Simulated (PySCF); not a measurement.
Vibration and rotation of LiC

UHF-CCSD(T) constants of LiC, ⁴Σ⁻ (quartet), unpaired electrons σ ↑, π ↑↑ (PySCF, no relativity, basis sets Li def2-TZVP, C def2-TZVP; masses 7.0160 and 12.0000 u):

```
ωe              : 700.3 cm⁻¹
ωexe            : 6.0 cm⁻¹
Be              : 1.0714 cm⁻¹
αe              : 0.0148 cm⁻¹
D (centrifugal) : 1e-05 cm⁻¹
De to Li + C    : 2.49 eV
```

Task: Give the vibrational terms G(v) and spacings up to v = 6.

Result: G(v) = ωe(v+½) − ωexe(v+½)².

```csv
v,G(v) (cm⁻¹),G(v) − G(v−1),Bv (cm⁻¹)
0,348.6,,1.064
1,1036.9,688.3,1.049
2,1713.2,676.3,1.034
3,2377.5,664.3,1.020
4,3029.8,652.3,1.005
5,3670.1,640.3,0.990
6,4298.4,628.3,0.975
```

Task: How well does the Morse estimate ωe²/(4ωexe) reproduce De, and what is D0?

Result: It gives 2.53 eV, 102 % of the computed De. D0 = De − G(0) = 2.49 − 0.04 = 2.45 eV.

Correlated steps freeze 1 core orbital. The state is the lowest determinant that a PBE0 search found; another state may lie lower at other levels.
